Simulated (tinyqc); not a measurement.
Orbital energy against energy difference: ionisation energy by orbital energies and by energy differences in the 6-31g basis, for CH4, spin multiplicity 1. Computed by the program tinyqc with PySCF. Command: `OMP_NUM_THREADS=1 python tinyqc.py 115879 115880 out.jsonl`; one thread of a shared host (Intel(R) Xeon(R) Processor @ 2.60GHz), about 30 s.

Geometry (angstrom):
```
atom        x        y        z
C      0.0000   0.0000   0.0000
H      0.6160   0.6160   0.6160
H      0.6160  -0.6160  -0.6160
H     -0.6160   0.6160  -0.6160
H     -0.6160  -0.6160   0.6160
```

CCSD(T) difference in the same basis = 14.1545 eV

IP-EOM-CCSD = 14.1032 eV

The cation is unrestricted; errors are against CCSD(T) in this basis, not against experiment.

First vertical ionisation energy (eV):
```
method     -e(HOMO)  E(cation) - E  error of -e(HOMO)  error of the difference
HF           14.938       13.55093              0.783                   -0.604
LDA           9.373       14.36416             -4.781                    0.210
PBE           9.377       14.26305             -4.778                    0.109
B3LYP        10.728       14.42536             -3.427                    0.271
PBE0         11.007       14.37567             -3.148                    0.221
CAM-B3LYP    12.492       14.43478             -1.663                    0.280
LC-wPBE      14.022       14.49831             -0.133                    0.344
```

Koopmans errs by +0.78 eV and Delta-HF by -0.60 eV: relaxation, 1.39 eV, lowers the value and the missing correlation difference works against it. The PBE level is off by -4.8 eV through the wrong tail of its potential, though its energy difference is off by +0.11 eV; exact exchange deepens the level, and among the orbital energies LC-wPBE comes closest; among the differences PBE does.
